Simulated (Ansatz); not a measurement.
# C2H8FN3: a nudged elastic band in two tries

Aim: a band of images between two relaxed ends for this system. SMILES of the start: NC(N)NCF.

Program: Ansatz 0.2.0. Level of theory: RKS PBE0/6-31G*. These are calculated values, not measurements.

## Step 1: The starting structure

Bond lengths: N1–C2 1.452 Å, C2–N3 1.454 Å, C2–N4 1.443 Å, N4–C5 1.418 Å, C5–F6 1.388 Å, N1–H7 1.017 Å, N1–H8 1.019 Å, C2–H9 1.102 Å, N3–H10 1.018 Å, N3–H11 1.016 Å, N4–H12 1.013 Å, C5–H13 1.098 Å, N1–H14 0.180 Å. Angles (14 of 21 angles, heavy atoms first): N1–C2–N3 111.6°, N1–C2–N4 112.9°, N3–C2–N4 105.5°, C2–N4–C5 116.6°, N4–C5–F6 110.6°, N1–C2–H9 106.1°, N3–C2–H9 114.3°, N4–C2–H9 106.5°, C2–N1–H7 110.9°, C2–N1–H8 108.5°, C2–N1–H14 28.3°, C2–N3–H10 109.3°, C2–N3–H11 110.1°, C2–N4–H12 110.9°.

Structure file:

```xyz
14

N    -0.8242   -1.2663   -0.3268
C     0.1723   -0.4580    0.3519
N     1.4763   -1.1009    0.3481
N     0.3743    0.8268   -0.2736
C    -0.7467    1.6932   -0.3215
F    -0.7552    2.5430    0.7763
H    -1.1424   -2.0255    0.2697
H    -0.3928   -1.6882   -1.1478
H    -0.2306   -0.2560    1.3581
H     2.1482   -0.5007    0.8210
H     1.4351   -1.9779    0.8595
H     0.8603    0.7256   -1.1567
H    -1.6976    1.1451   -0.3053
H    -0.6742   -1.1663   -0.3268
```

## Step 2: First attempt

input.yaml reads:

```yaml
crystal:
  periodic: [false, false, false]
  atoms:
    - { symbol: "N", position_ang: [-0.824208, -1.266343, -0.326763] }
    - { symbol: C, position_ang: [0.172266, -0.458048, 0.351931] }
    - { symbol: "N", position_ang: [1.476321, -1.100877, 0.348079] }
    - { symbol: "N", position_ang: [0.37433, 0.826771, -0.273634] }
    - { symbol: C, position_ang: [-0.746712, 1.69322, -0.321527] }
    - { symbol: F, position_ang: [-0.755155, 2.543037, 0.776265] }
    - { symbol: H, position_ang: [-1.142374, -2.0255, 0.269748] }
    - { symbol: H, position_ang: [-0.392768, -1.688237, -1.14779] }
    - { symbol: H, position_ang: [-0.230623, -0.256034, 1.358062] }
    - { symbol: H, position_ang: [2.148203, -0.50065, 0.820956] }
    - { symbol: H, position_ang: [1.435098, -1.977887, 0.859525] }
    - { symbol: H, position_ang: [0.860332, 0.725568, -1.156722] }
    - { symbol: H, position_ang: [-1.697616, 1.145117, -0.305329] }
    - { symbol: H, position_ang: [-0.674208, -1.166343, -0.326763] }
basis:
  gaussian: { orbitals: "6-31G*" }
hamiltonian:
  xc: pbe0
neb:
  order_check: false
  images: 9
  f_tol: 0.05
  max_iterations: 8
  initial_path: idpp
  spring: { min: 2.0, max: 10.0 }
  final_atoms:
    - { symbol: "N", position_ang: [-0.88793195, -1.18725353, -0.16216416] }
    - { symbol: C, position_ang: [0.19759269, -0.44510801, 0.43777057] }
    - { symbol: "N", position_ang: [1.48524497, -1.11576357, 0.29023694] }
    - { symbol: "N", position_ang: [0.39275862, 0.86212056, -0.14898942] }
    - { symbol: C, position_ang: [-0.72909571, 1.7033034, -0.30453456] }
    - { symbol: F, position_ang: [-1.55090183, 1.36220808, -1.37669247] }
    - { symbol: H, position_ang: [-1.02054604, -2.07537893, 0.31628208] }
    - { symbol: H, position_ang: [-0.65917472, -1.39064766, -1.13284696] }
    - { symbol: H, position_ang: [-0.09440027, -0.28891203, 1.49163609] }
    - { symbol: H, position_ang: [2.19991828, -0.59165847, 0.79171088] }
    - { symbol: H, position_ang: [1.44057088, -2.03919299, 0.7117631] }
    - { symbol: H, position_ang: [0.93902854, 0.77893004, -1.00158811] }
    - { symbol: H, position_ang: [-0.39185804, 2.72918278, -0.49089785] }
    - { symbol: H, position_ang: [-1.33410542, 1.66886933, 0.60721386] }
```

Launch:

```bash
$ ansatz run input.yaml --threads 2 --pin off --max-ram 3072MiB --backend cpu --events-out ev --progress --plain --runs-dir out
```

Q: Predict the outcome of this session. Wanted: first try.

As calculated:

| quantity | value |
| --- | --- |
| first try | timeout |
| cause | the last atom was put 0.18 Å from the first, almost on top of it |

**Reading.** The program did not catch the first fault at the input check, so it cost a run.
